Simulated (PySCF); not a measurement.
(chloromethyl)cyclopropane, C₄H₇Cl.
Cartesian coordinates in Å at the PBE0-D3(BJ)/def2-SVP level; atoms count from 1:
```
atom  x, y, z in Å
Cl1    2.6582    0.1686   -0.7146
C2     1.3089   -0.5110    0.2568
C3    -0.0107   -0.3311   -0.4228
C4    -0.7063    0.9930   -0.3596
C5    -1.2472   -0.1686    0.4181
H6     1.3287    0.0031    1.2285
H7     1.5425   -1.5723    0.4201
H8    -0.1172   -0.8982   -1.3532
H9    -0.2089    1.7968    0.1911
H10   -1.2519    1.3293   -1.2445
H11   -2.1666   -0.6494    0.0744
H12   -1.1295   -0.1603    1.5058
```

The closed-shell ground state was solved at several levels (PySCF, density fitting, gas phase, non-relativistic).

```json
{"level": "PBE0/def2-SVP", "basis functions": "109", "total energy (Eh)": "-616.2125", "HOMO (eV)": "-8.00", "LUMO (eV)": "1.39", "gap (eV)": "9.39", "dipole (D)": "2.01"}
{"level": "PBE0/STO-3G", "basis functions": "36", "total energy (Eh)": "-609.6153", "HOMO (eV)": "-6.41", "LUMO (eV)": "4.32", "gap (eV)": "10.73", "dipole (D)": "2.39"}
{"level": "PBE0/pcSseg-0", "basis functions": "63", "total energy (Eh)": "-615.5769", "HOMO (eV)": "-8.19", "LUMO (eV)": "1.27", "gap (eV)": "9.46", "dipole (D)": "2.51"}
{"level": "CAM-B3LYP/pcSseg-2", "basis functions": "285", "total energy (Eh)": "-616.8143", "HOMO (eV)": "-9.59", "LUMO (eV)": "1.22", "gap (eV)": "10.81", "dipole (D)": "2.22"}
{"level": "wB97X-D/pcSseg-2", "basis functions": "285", "total energy (Eh)": "-616.8388", "HOMO (eV)": "-10.07", "LUMO (eV)": "2.20", "gap (eV)": "12.27", "dipole (D)": "2.24"}
{"level": "PBE0/6-311+G(2d,p)", "basis functions": "185", "total energy (Eh)": "-616.5242", "HOMO (eV)": "-8.20", "LUMO (eV)": "0.23", "gap (eV)": "8.43", "dipole (D)": "2.21"}
{"level": "PBE0/cc-pVDZ", "basis functions": "109", "total energy (Eh)": "-616.4817", "HOMO (eV)": "-8.06", "LUMO (eV)": "1.17", "gap (eV)": "9.23", "dipole (D)": "2.14"}
{"level": "PBE0/cc-pVTZ", "basis functions": "252", "total energy (Eh)": "-616.5424", "HOMO (eV)": "-8.15", "LUMO (eV)": "0.84", "gap (eV)": "8.99", "dipole (D)": "2.17"}
{"level": "PBE0/IGLO-III", "basis functions": "254", "total energy (Eh)": "-616.5379", "HOMO (eV)": "-8.13", "LUMO (eV)": "0.67", "gap (eV)": "8.80", "dipole (D)": "2.01"}
```

(1) Estimate the row for B3LYP/cc-pVTZ, a basis of 252 functions; the other rows only guide the guess.

(2) How much does the basis alone move the frontier levels among the 7 PBE0 rows?

(3) How far do the dipole and the HOMO energy spread over the levels?

Results:

(1) Total energy -616.9043 Eh, HOMO -7.90 eV, LUMO 0.53 eV, gap 8.43 eV, dipole 2.15 D.

(2) The HOMO by 1.79 eV and the LUMO by 4.09 eV. By rising basis size (HOMO, LUMO in eV): STO-3G -6.41, 4.32; pcSseg-0 -8.19, 1.27; def2-SVP -8.00, 1.39; cc-pVDZ -8.06, 1.17; 6-311+G(2d,p) -8.20, 0.23; cc-pVTZ -8.15, 0.84; IGLO-III -8.13, 0.67.

(3) The dipole runs from 2.01 to 2.51 D (mean 2.21 D) and the HOMO from -10.07 to -6.41 eV.

One conformer stands for the species.

wB97X-D is run here without its empirical dispersion term; that term would change no orbital, density or response property at a fixed geometry.
